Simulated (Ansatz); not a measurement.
Consider the substitution at a C–S bond: `NCSCF` + H–F → `NCF` + `FCS`.

Computed with Ansatz on PBE0-D4/def2-TZVP structures; ΔE is electronic, products minus reactants. CCSD(T)/CBS is the MP2 limit (def2-TZVPP, def2-QZVPP) plus CCSD(T) − MP2 in def2-TZVPP, frozen cores. This one scheme is used for every species. DFT in def2-TZVPP. B3LYP here is the variant with VWN-RPA as its local correlation; programs differ in this. One conformer a species, not always the lowest.

```json
{"level": "PBE-D4", "ΔE (kJ/mol)": "-4.0"}
{"level": "PBE0-D4", "ΔE (kJ/mol)": "-1.9"}
{"level": "B3LYP-D4", "ΔE (kJ/mol)": "-8.7"}
{"level": "ωB97X-V", "ΔE (kJ/mol)": "-9.3"}
{"level": "HF/def2-TZVPP", "ΔE (kJ/mol)": "-25.1"}
{"level": "HF/def2-QZVPP", "ΔE (kJ/mol)": "-24.4"}
{"level": "MP2/def2-QZVPP", "ΔE (kJ/mol)": "14.5"}
{"level": "MP2/CBS(def2)", "ΔE (kJ/mol)": "17.3"}
```

What does CCSD(T)/CBS give? (Best estimate.)

Ansatz gave: +7.1 kJ/mol. The listed levels differ from it by -11.1, -9.0, -15.8, -16.4, -32.2, -31.5, 7.4, 10.2 kJ/mol.

Largest T1 diagnostic among the species: 0.011.

In def2-TZVPP, CCSD(T) changes the Hartree–Fock value by +24.9 kJ/mol (the triples alone add +3.3 kJ/mol) and MP2 by +35.1 kJ/mol. The D4 term adds +9.8 kJ/mol with B3LYP and +5.4 kJ/mol with PBE0; it sums over pairs of atoms, weighted by their polarisabilities, and B3LYP, whose exchange is more repulsive, gets the larger term.
